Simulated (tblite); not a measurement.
# C6H6N2: the cost of one run

Computed with tblite 0.8.0 and PySCF 2.14.0; each step states its level. No surroundings beyond the atoms listed, unless a continuum is named. Atoms count from 0, parts from 1.

### 1 The system as given

14 atoms, charge 0, multiplicity 1; geometry: rigid parts in contact. Parts: 1 = atoms 0–3, `C#C`, charge 0; 2 = atoms 4–13, `c1cnccn1`, charge 0.

### 2 Bringing the parts together with GFN2-xTB

The job: settings as JSON, then the geometry in Å.

```
{"job": {"kind": "dock", "xc": "GFN2-xTB", "basis": "xTB"}, "charge": 0, "multiplicity": 1, "parts": [{"atoms": "0-3", "charge": 0, "multiplicity": 1}, {"atoms": "4-13", "charge": 0, "multiplicity": 1}]}
C     -0.580721     0.137693     0.008505
C      0.580776    -0.137462    -0.008567
H     -1.602104     0.379395     0.023585
H      1.602049    -0.379627    -0.023523
C     -3.189554    -0.623606    -3.091930
C     -2.402094     0.154562    -2.252576
N     -2.938548     0.921666    -1.316257
C     -4.258624     0.913054    -1.214259
C     -5.046047     0.133509    -2.052660
N     -4.509646    -0.632537    -2.989906
H     -2.762929    -1.253179    -3.860607
H     -1.323316     0.168826    -2.324921
H     -4.685006     1.542939    -0.445490
H     -6.124775     0.116807    -1.978466
```

With the program's defaults for keys left out, this is: GFN2-xTB search for minima from random contacts, gas phase.

The run is started by

```
OMP_NUM_THREADS=1 python cluster_run.py task.json out
```

This one command runs all jobs of the session in turn.

Q: Estimate the wall time of this first job on 1 thread of Arm Neoverse V1, shared host.

About 21 s.
